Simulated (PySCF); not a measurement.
Compound: C5H7N.
Cartesian coordinates in Å at the PBE0-D3(BJ)/def2-SVP level; atoms count from 1:
```
atom  x, y, z in Å
C1     2.3523    0.7975    0.3676
C2     1.4549   -0.0178    0.3509
C3     0.4071   -1.0047    0.3351
N4    -0.2906   -1.3273   -0.9136
C5    -1.0127   -0.5958    0.1057
C6    -1.3988    0.8422   -0.0831
H7     3.1486    1.5183    0.3789
H8     0.6003   -1.8735    0.9761
H9     0.0224   -0.6920   -1.6491
H10   -1.7663   -1.2075    0.6182
H11   -0.5750    1.4220   -0.5251
H12   -2.2767    0.9219   -0.7431
H13   -1.6581    1.3074    0.8802
```

Level of theory: PBE0-D3(BJ)/def2-SVP geometry optimisation, gas phase in PySCF 2.14.0.

Take the most abundant isotopes and a rigid rotor. 

(1) What are A, B and C (GHz)?

(2) What kind of rotor is it?

(3) Is it planar, by Δ = Ic − Ia − Ib?

(4) Where do the levels up to J = 3 lie, in MHz?

(5) Predict some low-J microwave lines.

## Answers

(1) Ia = 79.10, Ib = 174.94, Ic = 222.11 u·Å²; 505379 MHz·u·Å²/I gives 6389, 2889 and 2275 MHz, that is A = 6.3887, B = 2.8889, C = 2.2753 GHz.

(2) An asymmetric top; Ray's κ = -0.702.

(3) Not planar: Δ = Ic − Ia − Ib = -31.93 u·Å². For a rigid frame Δ = −2 Σ m c², so Σ m c² = 15.97 u·Å² lies off the ab plane: 6.63 from hydrogen and 9.34 from heavier atoms. The atom farthest from that plane is 1.47 Å away.

(4) Above 0(0,0):
J = 1: 1(0,1) 5164, 1(1,1) 8664, 1(1,0) 9278
J = 2: 2(0,2) 15419, 2(1,2) 18379, 2(1,1) 20219, 2(2,1) 30719, 2(2,0) 30793
J = 3: 3(0,3) 30623, 3(1,3) 32908, 3(1,2) 36583, 3(2,2) 46212, 3(2,1) 46574, 3(3,1) 65288, 3(3,0) 65294
Those of J = 1 are B + C, A + C and A + B.

(5) The dipole components are |μa| = 0.09 D, |μb| = 1.56 D, |μc| = 0.02 D. Intensities carry the squares of the components, which stand as 0.00 : 1.00 : 0.00 (a : b : c). Some lines, for components of 0.1 D or more:

```csv
type,branch,"J(Ka,Kc)",MHz,lower level (cm⁻¹)
b,Q,"1(1,0) ← 1(0,1)",4113,0.172
b,Q,"2(1,1) ← 2(0,2)",4801,0.514
b,R,"2(0,2) ← 1(1,1)",6755,0.289
b,R,"1(1,1) ← 0(0,0)",8664,0.000
b,Q,"2(2,0) ← 2(1,1)",10573,0.674
b,Q,"2(2,1) ← 2(1,2)",12340,0.613
b,R,"2(1,2) ← 1(0,1)",13215,0.172
b,R,"2(2,1) ← 1(1,0)",21442,0.309
b,R,"2(2,0) ← 1(1,1)",22129,0.289
```

No frequency check. These are rigid-rotor constants of the computed structure; measured ground-state constants (B0) also hold zero-point vibration. A rigid rotor knows nothing of inversion at nitrogen or internal rotation, which can split or shift real lines. Quadrupole hyperfine structure (14N) is left out.
